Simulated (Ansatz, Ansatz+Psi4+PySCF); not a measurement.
```yaml
atoms:
  - { symbol: Ti, position_ang: [0.0000, 0.0000, 0.0000] }
  - { symbol: N, position_ang: [0.0000, 0.0000, 1.4871] }
```

Basis set: cc-pVTZ (spherical functions). Left uncorrelated: 6 orbitals. Correlation on ROHF uses semicanonical orbitals with singles. Charge 0, multiplicity 2.

Computed with Ansatz (development build ahead of 0.2.0); the reference of a correlated method needn't be the lowest determinant of its kind.

Problem. Give the atomization energy at this shape (free ground-state atoms in the same class of orbitals less the molecule, no zero-point energy) of doublet TiN by UHF-BCCD(T), ROHF-CCSD(T), UHF-CCSD(T).

Solution.

```
      method  atomization energy
 UHF-BCCD(T)        438.1 kJ/mol
ROHF-CCSD(T)        433.1 kJ/mol
 UHF-CCSD(T)        430.7 kJ/mol
```

Caution: other spin multiplicities were not run; the reference determinant was not shown to be the lowest; the shape is not the minimum.
